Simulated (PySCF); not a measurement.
Molecule: ethyl propyl ether (CCCOCC, C5H12O).

Bonds (- single, = double, # triple, : aromatic): C1-C2, C2-C3, C3-O4, O4-C5, C5-C6. C1 carries H7, H8, H9; C2 carries H10, H11; C3 carries H12, H13; C5 carries H14, H15; C6 carries H16, H17, H18.

Geometry PBE0-D3(BJ)/def2-SVP throughout; GIAO in PySCF 2.14, gas phase, one conformer, non-relativistic; equivalent atoms averaged; functional PBE0.

Question: How do the absolute shieldings σ depend on the basis set? (a selection of nuclei; ppm; last column core-seconds on shared hosts with different chips, so compare them loosely)

Answer: 
```
    basis set  functions     C3     C5     C2     C1     C6     O4  H14/H15  H10/H11  H16/H17/H18  core-s
       STO-3G         42  176.4  179.2  210.3  215.8  216.3  367.7    31.10    31.45        31.62     3.2
        6-31G         78  127.8  134.9  174.9  187.7  182.2  286.4    29.19    30.67        31.20     5.8
     pcSseg-0         78  115.5  123.1  167.8  181.0  173.9  299.3    29.54    31.10        31.36     6.1
       6-31G*        108  123.4  130.1  170.0  182.8  177.5  293.4    28.59    30.24        30.79     8.4
     def2-SVP        144  121.7  128.9  169.5  182.9  177.7  294.2    28.21    29.88        30.27      11
      cc-pVDZ        144  123.1  130.3  170.0  184.7  179.3  289.3    28.06    29.78        30.20      14
     pcSseg-1        162  108.6  116.2  158.1  173.2  166.9  279.1    28.01    29.71        30.05      28
6-311+G(2d,p)        234  111.7  119.2  160.3  176.1  169.9  273.8    28.15    29.89        30.36      24
  aug-cc-pVDZ        246  122.5  129.4  168.3  184.0  178.5  282.7    27.99    29.71        30.16      32
    def2-TZVP        258  110.1  117.7  159.6  175.5  169.5  276.0    28.14    29.85        30.34      28
     IGLO-III        330  105.9  113.8  156.5  172.6  166.4  272.4    28.02    29.73        30.21      49
```

Question: Which nucleus among those listed moves most, in ppm?

Answer: O4 (ether oxygen): from 272.4 ppm with IGLO-III to 367.7 ppm with STO-3G. The smallest spread is 1.57 ppm, at H16/H17/H18. Proton shifts span only some 12 ppm, so a few tenths of a ppm matter as much there as several ppm in carbon.

Question: Taking the largest basis, IGLO-III (330 functions), as the yardstick, rank the others by their worst heavy-atom deviation.

Answer: def2-TZVP 4.2 ppm (258 functions), 6-311+G(2d,p) 5.8 ppm (234 functions), pcSseg-1 6.7 ppm (162 functions), aug-cc-pVDZ 16.6 ppm (246 functions), cc-pVDZ 17.2 ppm (144 functions), 6-31G* 21.0 ppm (108 functions), def2-SVP 21.8 ppm (144 functions), 6-31G 21.9 ppm (78 functions), pcSseg-0 26.9 ppm (78 functions), STO-3G 95.3 ppm (42 functions).

A small basis that lands close on one nucleus may do so by chance; judge by the trend and by all nuclei.
